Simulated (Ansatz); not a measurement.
Scan of [NH₂···H···NH], triplet

Starting geometry:

```json
{"atom": "N", "x (Å)": "-1.1274", "y (Å)": "0.0138", "z (Å)": "-0.0277"}
{"atom": "H", "x (Å)": "-1.4247", "y (Å)": "0.9816", "z (Å)": "-0.0277"}
{"atom": "H", "x (Å)": "-1.4247", "y (Å)": "-0.3885", "z (Å)": "0.8526"}
{"atom": "H", "x (Å)": "-0.1149", "y (Å)": "0.0138", "z (Å)": "-0.0277"}
{"atom": "N", "x (Å)": "1.2326", "y (Å)": "0.0138", "z (Å)": "-0.0277"}
{"atom": "H", "x (Å)": "1.5017", "y (Å)": "-0.9904", "z (Å)": "-0.0277"}
```

From there H4 is moved from one fragment to the other while all else, the fragments' distance too, stays fixed; atoms are numbered as listed. Energies are in kcal/mol, counted from the starting geometry at the same level. Kohn–Sham curves are unrestricted where that lies lower.

Basis cc-pVDZ; Ansatz 0.2.0. Correlated methods freeze the noble-gas cores. Prefix R: restricted or restricted open-shell reference; prefix U: unrestricted.

In so small a basis the reference is far from its limit while semilocal and hybrid functionals are nearer theirs (RPA and double hybrids share much of the reference's basis error), so the functionals' errors here hold much of the reference's basis and frozen-core error, which can add to them or hide them.

Full CI isn't at hand for all of this; UCCSDT(Q) serves as the reference, and is uncertain by about the last step of the cluster series.

```csv
distance N1-H4 (Å),UCCSDT(Q),SPW92,PBE,BLYP,r2SCAN,PBE0,B3LYP,wB97M-V,B2PLYP,RPA-PBE
0.942,2.3,5.8,5.2,4.9,4.3,3.6,3.7,2.8,2.9,3.8
1.012,0.0,0.0,0.0,0.0,0.0,0.0,0.0,0.0,0.0,0.0
1.056,0.9,-1.3,-1.0,-0.9,-0.5,-0.1,-0.2,0.5,0.4,-0.2
1.100,2.7,-1.4,-0.9,-0.8,-0.2,0.8,0.5,1.8,1.6,0.5
1.144,4.9,-0.8,-0.3,-0.1,0.7,2.1,1.7,3.5,3.2,1.6
1.188,6.9,0.3,0.8,1.0,1.8,3.4,2.9,5.3,4.7,3.0
1.232,8.5,1.9,2.2,2.3,2.9,4.8,4.2,6.8,6.1,4.4
1.276,9.8,4.1,4.0,3.9,4.3,6.2,5.6,8.2,7.5,6.0
1.320,11.1,7.0,6.4,6.2,6.1,7.9,7.4,9.7,9.0,8.0
```
